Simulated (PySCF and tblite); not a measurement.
Results of a calculation; reference values are marked as such.
System: C4H6OS, numbered as in [O:1]=[C:2]1[CH2:3][CH2:4][S:5][CH2:6]1.

Level: BHandHLYP/pcSseg-1 + D3(BJ), IEF-PCM chloroform on GFN2-xTB stationary points, with GFN2-xTB thermal terms. Rate constants are transition-state-theory values, counting equivalent paths, without tunnelling. Programs: tblite and PySCF.

Task: What barrier does the inversion of the 5-membered ring (2–3–4–5–6) meet, and how fast is it at 298 K?

Result: The electronic barrier is 2.2 kcal/mol and ΔG‡(298 K) 2.4 kcal/mol, over a C1 saddle (envelope) with an imaginary mode of 122i cm⁻¹ (GFN2-xTB). With 2 equivalent paths, k is 2.3×10¹¹ s⁻¹, a mean lifetime of the start of 4.4 ps against this motion.
